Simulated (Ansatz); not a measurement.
# ErH18N6 ([Er(NH3)6]3+): the cost of one run

The runs use Ansatz 0.2.0, Gaussian basis; the settings change from run to run.

1 further run of the same task is left out (it didn't finish). Runs told in other sessions of the task aren't counted.

### 1 The molecule

The geometry comes from an earlier relaxation with PBE-D4/def2-SVP; it is a stationary point, not always the lowest conformer. Er takes a core potential in def2 sets; no spin-orbit term is included.

25 atoms, charge 3, spin multiplicity 4.

Atoms are counted from 1 here; the program's logs count them from 0.

Bond lengths: Er1–N2 2.480 Å, Er1–N6 2.480 Å, Er1–N10 2.479 Å, Er1–N14 2.479 Å, Er1–N18 2.480 Å, Er1–N22 2.479 Å, N2–H3 1.038 Å, N2–H4 1.038 Å, N2–H5 1.038 Å, N6–H7 1.038 Å, N6–H8 1.038 Å, N6–H9 1.038 Å, N10–H11 1.038 Å, N10–H12 1.038 Å, N10–H13 1.038 Å, N14–H15 1.038 Å, N14–H16 1.038 Å, N14–H17 1.038 Å and more. Angles: N2–Er1–N6 179.5°, N2–Er1–N10 88.2°, N2–Er1–N14 92.4°, N2–Er1–N18 91.2°, N2–Er1–N22 88.2°, N6–Er1–N10 92.3°, N6–Er1–N14 87.1°, N6–Er1–N18 88.7°, N6–Er1–N22 91.9°, N10–Er1–N14 179.4°, N10–Er1–N18 92.0°, N10–Er1–N22 87.6°, N14–Er1–N18 88.1°, N14–Er1–N22 92.3°, N18–Er1–N22 179.3°, Er1–N2–H3 115.5°, Er1–N2–H4 115.7°, Er1–N2–H5 115.1° and more.

### 2 B97/def2-mTZVP

Options: charge +4, multiplicity 1.

in.yaml reads:

```yaml
crystal:
  periodic: [false, false, false]
  atoms:
    - {symbol: Er, position_ang: [0.000241, 0.000077, 0.000593]}
    - {symbol: N, position_ang: [0.037559, -0.023898, 2.480632]}
    - {symbol: H, position_ang: [0.876794, 0.401339, 2.919442]}
    - {symbol: H, position_ang: [-0.005313, -0.962255, 2.922071]}
    - {symbol: H, position_ang: [-0.744645, 0.482896, 2.938244]}
    - {symbol: N, position_ang: [-0.056966, 0.028903, -2.478253]}
    - {symbol: H, position_ang: [-0.869102, -0.451470, -2.911099]}
    - {symbol: H, position_ang: [0.754352, -0.421855, -2.943675]}
    - {symbol: H, position_ang: [-0.082049, 0.969093, -2.917172]}
    - {symbol: N, position_ang: [2.478461, -0.063735, 0.040691]}
    - {symbol: H, position_ang: [2.941923, 0.865236, 0.030265]}
    - {symbol: H, position_ang: [2.924095, -0.554201, -0.758643]}
    - {symbol: H, position_ang: [2.905897, -0.527497, 0.864761]}
    - {symbol: N, position_ang: [-2.477254, 0.058333, -0.066419]}
    - {symbol: H, position_ang: [-2.896419, 0.626946, -0.826483]}
    - {symbol: H, position_ang: [-2.937671, 0.432698, 0.785545]}
    - {symbol: H, position_ang: [-2.934072, -0.866088, -0.189108]}
    - {symbol: N, position_ang: [-0.021308, 2.479572, -0.027866]}
    - {symbol: H, position_ang: [0.235335, 2.927817, 0.872979]}
    - {symbol: H, position_ang: [-0.933438, 2.919953, -0.253588]}
    - {symbol: H, position_ang: [0.627206, 2.928183, -0.703184]}
    - {symbol: N, position_ang: [0.039793, -2.478378, 0.051775]}
    - {symbol: H, position_ang: [-0.133961, -2.936455, -0.863888]}
    - {symbol: H, position_ang: [-0.661781, -2.926531, 0.672215]}
    - {symbol: H, position_ang: [0.932321, -2.908653, 0.360177]}
basis:
  gaussian: {orbitals: def2-mTZVP}
total_charge: 4
hamiltonian: {xc: {name: B97}}
scf: {omitted_lower_state_checks: [starts]}
output: {forces: true}
```

Run with:

```
$ ansatz run in.yaml --threads 4 --pin off --events-out ev --progress --plain --max-ram 6963MiB
```

Q: Estimate wall time and peak memory on 4 threads of Intel Xeon at 2.50GHz, shared host.

About 3.9 min, with a peak of 1.1 GiB.
